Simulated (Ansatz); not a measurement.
HPSi, triplet: reading a ladder of total energies

Geometry: that of the HPSi, singlet, kept fixed. The singlet lies 2.3 eV lower here.

```csv
atom,x (Å),y (Å),z (Å)
Si,0.0000,-0.0098,1.0767
P,0.0000,-0.0326,-0.9681
H,0.0000,1.2752,-0.2504
```

Basis 6-31G; Ansatz 0.2.0. Correlated methods freeze the noble-gas cores, which leaves 10 electrons in 18 orbitals. Prefix R: restricted or restricted open-shell reference.

Full CI is exact within this basis and frozen core; it isn't the basis-set limit.

The cluster runs stand on a determinant 0.38 eV above the lowest RHF solution, chosen by trial CCSD; the correlation energy below is counted from it.

Runs differ by some tens of microhartree through their thresholds and, for an open shell, their frozen cores, so steps under 0.03 kcal/mol mean nothing.

```tsv
level	total energy (hartree)
RHF determinant under the cluster runs	-629.998496
RMP2	-630.104580
RCCSD	-630.124115
RCCSD(T)	-630.128766
RCCSDT	-630.129662
RCCSDT(Q)	-630.130316
RCCSDTQ	-630.130343
full CI	-630.130425
```

Q: What is the correlation energy at full CI, and what share of it do RMP2 and RCCSDTQ recover?

A: E(corr) = -630.130425 − (-629.998496) = -0.131929 hartree = -3.590 eV. RMP2: -0.106084 / -0.131929 = 80.41 %. RCCSDTQ: -0.131847 / -0.131929 = 99.94 %.

Q: By how many kcal/mol does RCCSD(T) miss full CI (1 hartree = 627.509 kcal/mol), and which steps make up the rest?

A: -630.128766 − (-630.130425) = 0.001659 hartree = 1.04 kcal/mol. Steps: RCCSDT − RCCSD(T) = -0.56, RCCSDT(Q) − RCCSDT = -0.41, RCCSDTQ − RCCSDT(Q) = -0.02, full CI − RCCSDTQ = -0.05 kcal/mol. Differences between like states or geometries often cancel part of this.
